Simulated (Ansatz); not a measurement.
**AlClH4N+ (SMILES [NH3+][AlH][Cl]): functionals against CCSD(T) at one geometry**

The task here is to estimate one member of a computed series from the others.

Method: single points in def2-TZVPP; program: Ansatz 0.2.0, Gaussian basis.

Correlated methods freeze the cores.

## Where the work starts

SMILES `[NH3+][AlH][Cl]`, 7 atoms, charge 1, spin multiplicity 1.

Atoms are counted from 1 here; the program's logs count them from 0.

Bond lengths: N1–Al2 2.018 Å, N1–H4 1.030 Å, N1–H5 1.037 Å, N1–H6 0.996 Å, Al2–Cl3 1.967 Å, Al2–H7 1.528 Å. Angles: Al2–N1–H4 113.3°, Al2–N1–H5 113.6°, Al2–N1–H6 113.6°, H4–N1–H5 103.4°, H4–N1–H6 106.0°, H5–N1–H6 105.9°, N1–Al2–Cl3 114.9°, N1–Al2–H7 100.7°, Cl3–Al2–H7 144.4°.

Coordinates:

```xyz
7
charge 1, multiplicity 1
N    -0.7057    0.3721   -0.2746
Al    1.0357   -0.4435    0.3388
Cl    0.8512   -1.8973    1.6506
H    -1.3210   -0.2970   -0.7587
H    -0.5861    1.1342   -0.9671
H    -1.2483    0.7584    0.4655
H     2.0356    0.3645   -0.4878
```

Set-up of the first run:

The input, run/in.yaml:

```yaml
crystal:
  periodic: [false, false, false]
  atoms:
    - {symbol: N, position_ang: [-0.705700, 0.372100, -0.274600]}
    - {symbol: Al, position_ang: [1.035700, -0.443500, 0.338800]}
    - {symbol: Cl, position_ang: [0.851200, -1.897300, 1.650600]}
    - {symbol: H, position_ang: [-1.321000, -0.297000, -0.758700]}
    - {symbol: H, position_ang: [-0.586100, 1.134200, -0.967100]}
    - {symbol: H, position_ang: [-1.248300, 0.758400, 0.465500]}
    - {symbol: H, position_ang: [2.035600, 0.364500, -0.487800]}
basis:
  gaussian: {orbitals: def2-TZVPP}
total_charge: 1
correlation: {method: ccsd_t}
output: {forces: true}
```

The command line of these runs was not kept.

Steps of the session up to this table: CCSD(T)/def2-TZVPP; PBE0-D4/def2-TZVPP; wB97M-V/def2-TZVPP; r2SCAN-D4/def2-TZVPP; PBE-D4/def2-TZVPP; B97M-V/def2-TZVPP; revPBE-D4/def2-TZVPP.

One table of the session follows, with a row left open; its other results are not shown here.

| method | RMS force component (eV/Å) | angle to CCSD(T) forces (°) |
| --- | --- | --- |
| CCSD(T) | 0.772 | reference |
| PBE0-D4 | 0.722 | 4.4 |
| wB97M-V | 0.738 | 3.5 |
| r2SCAN-D4 | ? | ? |
| PBE-D4 | 0.774 | 10.7 |
| B97M-V | 0.704 | 9.7 |
| revPBE-D4 | 0.795 | 10.5 |

Estimate the missing values for r2SCAN-D4.

As computed: RMS force component (eV/Å): 0.734; angle to CCSD(T) forces (°): 3.1. In the column «RMS force component (eV/Å)» it lies between PBE0-D4 (0.722) and wB97M-V (0.738).
